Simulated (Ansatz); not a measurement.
A made-up structure of SiNH₂S, doublet:

```
5
angstrom
N -1.1065 -0.4721 -0.1949
Si 0.4110 0.0266 0.3039
S 1.2091 1.6856 -0.3653
H -1.4159 -0.4308 -1.1614
H 1.7736 2.9159 -0.4970
```

It is relaxed with PBE-D4/def2-SVP and then PBE0-D4/def2-TZVP (Ansatz 0.2.0). Atoms count as bonded within 1.22 times the sum of their covalent radii (H–H: 0.88 Å). The end point is not checked to be a true minimum.

Q: Does its bonding change? (Judge from chemistry; the calculation decides.)

A: By the calculation: No: no bond forms or breaks.

Where it ends: The first stage lowers the energy by 2.09 eV in 15 steps. It ends as SiNH₂S ([NH][Si][SH]):
```
5
angstrom
N -0.8476 -0.2972 -0.7247
Si 0.0592 0.6449 0.1938
S 1.3324 1.8989 -0.9727
H -1.5447 -0.9962 -0.5260
H 1.8721 2.4749 0.1149
```

Labels in which every atom is bracketed show which atoms are joined, not bond orders.

For scale, one of the runs: PBE0-D4/def2-TZVP relaxation, 117 basis functions, launched by `ansatz run in.yaml --threads 2 --pin off --events-out ev --progress --plain --max-ram 4352MiB`. The run took about 23 s on 2 CPU threads of an Arm Neoverse V2 (shared host).
